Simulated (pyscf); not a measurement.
Thermochemistry of product channels of HO–AsH–OH + silylene (SiH₂) [singlet] on the singlet surface, in eV, from ωB97M-D3(BJ)/def2-TZVP energies (ideal gas, 1 atm, RRHO with modes under 100 cm⁻¹ raised to 100, one conformer, R ln 2 for rigid chiral ones). Single points on ωB97X-D3(BJ)/def2-SVP structures (PySCF, gas phase).

| products | ΔE | ΔH(298 K) | ΔG(600 K) | ΔG(900 K) |
|---|---|---|---|---|
| HO–AsH–O–SiH₃ | -3.36 | -3.28 | -2.27 | -1.77 |
| HO–SiH₂–AsH–OH | -3.21 | -3.09 | -2.18 | -1.75 |
| HO–As(OH)–SiH₃ | -2.43 | -2.32 | -1.37 | -0.92 |

These are energies of the channels, which say nothing of barriers. Elements up to Kr have no core potential and no relativistic terms here.
